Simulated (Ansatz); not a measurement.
```xyz
4

Cl   -0.1352    1.6372    0.3142
B     0.1174   -0.0401   -0.0458
Cl   -1.1531   -1.1968    0.1883
H     1.1709   -0.4003   -0.4567
```

Charge 0, multiplicity 1.

**Question.** List the ωB97M-V/def2-TZVPP orbital energies in eV (Ansatz 0.2.0). (An estimate is asked.)

**Answer.** Ansatz gave: Occupied: -2772.50, -2772.50, -262.91, -262.91, -200.38, -200.38, -200.29, -200.29, -200.23, -200.23, -190.59, -27.13, -26.16, -17.35, -14.79, -14.53, -13.34, -11.92, -11.58, -11.51. Lowest empty: 0.37, 2.71, 3.62, 3.79, 4.57, 4.63, 5.94, 6.33.
